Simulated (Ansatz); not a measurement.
Consider the formal loss of a carbene: `O=COCCO` → `[CH2]` (triplet) + `O=COCO`.

Gas-phase electronic energies from Ansatz, PBE0-D4/def2-TZVP geometries. CBS: MP2 limit from def2 TZ/QZ plus the TZ coupled-cluster correction, frozen cores. This one scheme is used for every species. DFT in def2-TZVPP. B3LYP here is the variant with VWN-RPA as its local correlation; programs differ in this. HSE06 is defined as in plane-wave codes. Triplets are unrestricted, without spin–orbit coupling. One conformer a species, not always the lowest.

```tsv
level	ΔE (eV)	difference from CCSD(T)/CBS
LDA (SPW92)	4.99	0.71
PBE-D4	4.32	0.04
revPBE-D4	4.17	-0.11
BLYP-D4	4.19	-0.09
r2SCAN-D4	4.01	-0.27
B97M-V	4.27	-0.01
B3LYP-D4	4.20	-0.08
r2SCANh-D4	4.00	-0.28
r2SCAN0-D4	3.98	-0.30
HSE06-D4	4.24	-0.04
BHLYP-D4	4.09	-0.19
CAM-B3LYP-D4	4.25	-0.03
ωB97X-V	4.38	0.10
ωB97M-V	4.29	0.01
B2PLYP	4.18	-0.10
PBE-QIDH	4.22	-0.06
PBE	4.26	-0.02
revPBE	4.01	-0.27
BLYP	4.08	-0.20
r2SCAN	4.00	-0.28
PBE0	4.19	-0.09
B3LYP	4.12	-0.16
r2SCANh	3.98	-0.30
r2SCAN0	3.96	-0.32
HSE06	4.19	-0.09
BHLYP	4.03	-0.25
CAM-B3LYP	4.21	-0.07
LC-ωPBE	4.15	-0.13
RPA@PBE/def2-TZVPP	4.10	-0.18
HF/def2-SVP	2.84	-1.44
CCSD/def2-SVP	4.01	-0.27
CCSD(T)/def2-SVP	4.08	-0.20
HF/def2-TZVPP	2.79	-1.49
MP2/def2-TZVPP	4.27	-0.01
SCS-MP2/def2-TZVPP	4.30	0.02
CCSD/def2-TZVPP	4.05	-0.23
CCSD(T)/def2-TZVPP	4.15	-0.13
SCS-MP2/def2-QZVPP	4.39	0.11
HF/CBS(def2)	2.80	-1.48
CCSD/CBS(def2)	4.18	-0.10
CCSD(T)/CBS	4.28	0
```

Problem. What do rigid-rotor, harmonic-oscillator terms from PBE0-D4/def2-TZVP frequencies (298.15 K, 1 bar) make of the CCSD(T)/CBS value? (Best estimate.)

Solution. The calculation gave: ΔZPE = -0.28 eV, ΔH = +4.06 eV, ΔS = 154 J/(mol·K), ΔG = +3.58 eV. Open shells count their whole term as degenerate. Modes under 50 cm⁻¹ make the entropy rough.

Largest T1 diagnostic among the species: 0.015.

From r2SCAN to r2SCAN0 (25 % exact exchange), in def2-TZVPP and without D4, ΔE moves by −0.04 eV. At CCSD(T), def2-SVP lies −0.20 eV from the extrapolated value and def2-TZVPP −0.13 eV.

CCSD(T)/CBS has its own doubt, a few kJ/mol and more with outer-core shells, so smaller differences from it don't rank the levels.
